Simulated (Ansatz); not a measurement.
A run of Ansatz (development build ahead of 0.2.0) on triplet F2 at this shape:

```
atom   x (Å)   y (Å)   z (Å)
   F  0.0000  0.0000  0.0000
   F  0.0000  0.0000  2.4709
```

Its results:

```yaml
Converged: yes
Total_energy: -199.34488 hartree
Spin_squared_of_the_determinant: 2.004
Stability_test: minimum
```

Which input gives this output? Name the method, the orbitals and the basis set, and write the input.

PBE (unrestricted) in pcseg-2.

```yaml
crystal:
  periodic: [false, false, false]
  atoms:
    - { symbol: F, position_ang: [0.0, 0.0, 0.0] }
    - { symbol: F, position_ang: [0.0, 0.0, 2.4709] }
basis:
  gaussian: { orbitals: pcseg-2 }
magnetization:
  spin_polarized: true
  initial_magnetization: 2
hamiltonian:
  xc: pbe
```
